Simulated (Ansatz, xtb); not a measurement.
# Ranking isomers of C4H5N

3 gas-phase structures of C4H5N, from a drawn sample of its isomers (lower ones may exist). Each was relaxed with GFN2-xTB:

A. `C#C/C=C/N`, a singlet
B. `C#CC(=C)N`, a singlet
C. `C#C/C=C\N`, a singlet

Estimate their order in r2SCAN-D4/def2-SVP energy at these geometries, lowest first.

Calculated order at r2SCAN-D4/def2-SVP: C (0.0), A (2.2), B (6.5) kcal/mol.

Energies above the lowest of each column, in kcal/mol; the last columns are at PBE0-D3(BJ)/def2-SVP geometries:

| structure | GFN2-xTB | HF/STO-3G | r2SCAN-D4/def2-SVP | PBE0-D3(BJ)/def2-SVP | CCSD(T)/def2-SVP + ΔMP2/def2-TZVPP |
| --- | --- | --- | --- | --- | --- |
| C | 0.0 | 0.0 | 0.0 | 0.0 | 0.0 |
| A | 0.3 | 0.5 | 2.2 | 2.3 | 2.5 |
| B | 2.3 | 3.6 | 6.5 | 6.7 | 3.8 |

Every level run on C puts it lowest or level with the lowest. Flexible structures stand in one conformer each, not always the lowest. ΔMP2 is the change of the MP2 energy from the smaller to the larger basis.

Programs: Ansatz 0.2.0, xtb 6.7.1.
